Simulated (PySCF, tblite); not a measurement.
**A complex of 2 × water and hydrogen fluoride**

A gas-phase complex of 2 × water and hydrogen fluoride; neutral, singlet. The structure comes from a short search (3 tight-binding starts) and was relaxed by PBE0-D3(BJ)/def2-SVPD; another way of binding may lie lower. No frequency run checks that it is a minimum.

```json
{"part": "1", "name": "water", "SMILES": "O", "atoms": "1–3", "charge": "0", "multiplicity": "1"}
{"part": "2", "name": "water", "SMILES": "O", "atoms": "4–6", "charge": "0", "multiplicity": "1"}
{"part": "3", "name": "hydrogen fluoride", "SMILES": "F", "atoms": "7–8", "charge": "0", "multiplicity": "1"}
```

```xyz
8

O     0.260    0.160   -0.276
H    -0.677    0.144   -0.485
H     0.333   -0.056    0.667
O     1.860    2.197    0.485
H     2.752    2.172    0.129
H     1.307    1.640   -0.101
F     1.217    0.618    2.323
H     1.570    1.304    1.747
```
(Å; atoms numbered from 1)

Contacts between parts, classed by geometry: H8···O4 1.573 Å (hydrogen bond, 162°); H6···O1 1.821 Å (hydrogen bond, 148°); H3···F7 1.994 Å (hydrogen bond, 140°).

Interaction energies are complex less parts, with the parts frozen as they stand in it; counterpoise-corrected, in kcal/mol (PySCF).

Task: How strongly do the parts interact, level by level?

Result: 
```
                 level  interaction  superposition error removed
PBE0-D3(BJ)/def2-TZVPD       -21.05                        -0.23
    PBE0-D4/def2-TZVPD       -20.94                        -0.23
```

Task: What holds them together? Decompose the PBE0-D3(BJ)/def2-TZVPD energy: frozen parts, their antisymmetrised product, then relaxation.

Result: electrostatic -36.5, Pauli repulsion +37.9, orbital relaxation -21.7, dispersion correction -1.0 kcal/mol, which sum to the value before the counterpoise correction; the Pauli term holds the exchange-correlation of the frozen density too. Of the attraction, 62 % is electrostatic, 37 % is orbital relaxation, 2 % is dispersion correction.

Task: Are the pair energies additive?

Result: The pairs sum to -17.37 kcal/mol (1–2 -4.6, 1–3 -3.4, 2–3 -9.4); the rest of -3.69 is a many-body strengthening.

The parts were also relaxed and run alone, at the levels used for the complex: shieldings by PBE0/pcSseg-1.

Values alone: F7–H8 bond (Å): 0.920; shielding of H8 (ppm): 29.25; shielding of O4 (ppm): 335.3; shielding of H6 (ppm): 30.93; shielding of O1 (ppm): 335.3.

Task: What does binding change?

Result: 
```tsv
property	alone	in the complex	change
F7–H8 bond (Å)	0.920	0.962	+0.042
shielding of H8 (ppm)	29.25	22.07	-7.18
shielding of O4 (ppm)	335.3	312.4	-22.9
shielding of H6 (ppm)	30.93	25.83	-5.10
shielding of O1 (ppm)	335.3	324.7	-10.6
```

Density functionals tend to overstate the lengthening and the red shift of so strongly bound an X–H bond.

The 3 runs behind this took 34 s in all, one thread each of AMD EPYC 7R13 on a shared host, launched as `OMP_NUM_THREADS=1 python cluster_run.py task.json out`.
